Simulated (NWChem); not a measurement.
Species: O cation, quartet

Computed with NWChem. Spin-unrestricted. No stability test was run on the SCF state. Total energies compare along this basis series because the functional is fixed.

```json
[
 {"level": "PBE/cc-pVDZ", "basis functions": "14", "energy (Ha)": "-74.4746", "highest occupied level (eV)": "-26.42", "lowest empty minus highest occupied level, either spin (eV)": "5.76", "<S²>": "3.75"},
 {"level": "PBE/aug-cc-pVDZ", "basis functions": "23", "energy (Ha)": "-74.4748", "highest occupied level (eV)": "-26.41", "lowest empty minus highest occupied level, either spin (eV)": "5.76", "<S²>": "3.75"},
 {"level": "PBE/cc-pVTZ", "basis functions": "30", "energy (Ha)": "-74.4908", "highest occupied level (eV)": "-26.39", "lowest empty minus highest occupied level, either spin (eV)": "5.76", "<S²>": "3.75"},
 {"level": "PBE/aug-cc-pVTZ", "basis functions": "46", "energy (Ha)": "-74.4909", "highest occupied level (eV)": "-26.37", "lowest empty minus highest occupied level, either spin (eV)": "5.76", "<S²>": "3.75"},
 {"level": "PBE/cc-pVQZ", "basis functions": "55", "energy (Ha)": "-74.4960", "highest occupied level (eV)": "-26.37", "lowest empty minus highest occupied level, either spin (eV)": "5.76", "<S²>": "3.75"}
]
```
